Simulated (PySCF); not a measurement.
oxygen (O2), SMILES O=O (connectivity only; charge and spin as stated), neutral, multiplicity 3.

The structure is a stationary point at PBE-D3(BJ)/def2-TZVPD.

These are PBE-D3(BJ)/def2-TZVPD in PySCF values and carry that method's errors.

Harmonic, unscaled wavenumbers; measured fundamentals usually lie a few per cent lower.

### Question
List the normal modes with their intensities. (The exact figures need the calculation; the answer reports its results.)

### Answer

```json
[
 {"mode": "1", "ν (cm⁻¹)": "1555", "IR (km/mol)": "0.0", "moving atoms (share of kinetic energy)": "O 100 %"}
]
```
